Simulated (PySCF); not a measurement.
**Electric field gradients and quadrupole coupling constants**

Species: C₄H₉FN (charge +1).
Geometry (GFN2-xTB, Å), atoms numbered from 1 in this order:
```xyz
15
C4H9FN angstrom
F      0.814   -1.521   -1.230
C      0.816   -0.957    0.025
C      1.168    0.532   -0.091
C     -0.182    1.267   -0.083
N     -1.194    0.183   -0.232
C     -0.629   -0.965    0.520
H      1.506   -1.543    0.635
H      1.798    0.849    0.735
H      1.719    0.696   -1.016
H     -0.348    1.772    0.869
H     -0.274    1.994   -0.888
H     -1.251   -0.091   -1.222
H     -2.129    0.460    0.083
H     -1.141   -1.898    0.282
H     -0.677   -0.772    1.592
```

Field gradients from the PBE0/pcSseg-1 density (PySCF, non-relativistic), principal values in atomic units, ordered |Vxx| ≤ |Vyy| ≤ |Vzz|:

| atom | Vxx | Vyy | Vzz |
| --- | --- | --- | --- |
| N5 | 0.0136 | 0.0305 | -0.0441 |

Problem. Find the asymmetry η = (Vxx − Vyy)/Vzz and the couplings χ = eQV/h (234.96 MHz × Q in barn × V in au), with Q(14N) = 0.02044 b.

Solution. 
```tsv
atom	environment	nucleus	η	χzz (MHz)	χxx (MHz)	χyy (MHz)
N5	ammonium nitrogen	14N	0.38	-0.212	0.065	0.146
```

Problem. What is Vzz at N5 in SI units (1 au = 9.71736 × 10²¹ V/m²)?

Solution. -0.0441 au = -0.428 × 10²¹ V/m².

Were the hydrogens deuterons (Q(2H) = 0.00286 b), χzz would run from 192 kHz (H7) to 227 kHz (H13).

The structure is a single GFN2-xTB conformer in the gas phase; no vibrational or solvent corrections. GFN2-xTB bond lengths can be off by several hundredths of an ångström, more for odd bonds, and the gradients follow them. These gradients aren't converged with respect to the basis.
